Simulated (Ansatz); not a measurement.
`OC1=CN1`. Charge 0, multiplicity 1. Geometry: relaxed with PBE0-D4/def2-TZVP. It is one conformer, not always the lowest.

```xyz
7

O     0.591    1.140    1.046
C     0.016    0.344    0.173
C    -0.912    0.055   -0.651
N     0.380   -0.855   -0.510
H     1.433    0.746    1.304
H    -1.630    0.231   -1.426
H     0.122   -1.662    0.065
```

Task: What is the dipole moment at B3LYP/def2-TZVPP? (Estimate.)

Result: Ansatz gave: 1.41 D, with components (0.34, -0.12, 1.36) D in this frame, pointing from negative to positive charge.

Task: And with PBE, r2SCAN, ωB97M-V? (Estimate.)

Result: The calculation gave: PBE 1.46 D, r2SCAN 1.47 D, ωB97M-V 1.41 D.

Task: Give the Mulliken charges with B3LYP, r2SCAN, PBE in def2-TZVPP. (Estimate.)

Result: Computed: 
```csv
atom,B3LYP,r2SCAN,PBE
O1,-0.24,-0.27,-0.20
C2,0.26,0.32,0.22
C3,-0.21,-0.23,-0.23
N4,-0.37,-0.38,-0.34
H5,0.21,0.23,0.21
H6,0.19,0.17,0.17
H7,0.16,0.17,0.17
```

B3LYP here is the variant with VWN-RPA as its local correlation; programs differ in this.
